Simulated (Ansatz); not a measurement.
Basis-set extrapolation for C4H3F (`C=C=C=CF`) (PBE0-D4/def2-TZVP geometry, frozen core, the Gaussian-basis code of Ansatz). Multiplicity 1, RHF reference.

|  | def2-TZVPP | def2-QZVPP |
| --- | --- | --- |
| HF | -252.639989 | -252.650680 |
| MP2 correlation | -0.859837 | -0.923287 |
| CCSD(T) correlation | -0.924332 | not run |

Energies in hartree. Use E(X) = E(∞) + A·exp(−7.88·√X) for Hartree–Fock and E(X) = E(∞) + B·X^(−2.97) for correlation, with X = 3 and 4, and add CCSD(T) minus MP2 of the smaller set to the MP2 limit.

Task: What is the CCSD(T) energy at the basis-set limit?

Result: HF limit: -252.650680 + (-0.010691) × 0.13774 = -252.65215. MP2 limit: -0.923287 + (-0.063450) × 0.74074 = -0.97029. Higher-order term: -0.924332 − (-0.859837) = -0.06450. Total: -253.68694 hartree, 76.9 kcal/mol below CCSD(T)/def2-TZVPP.
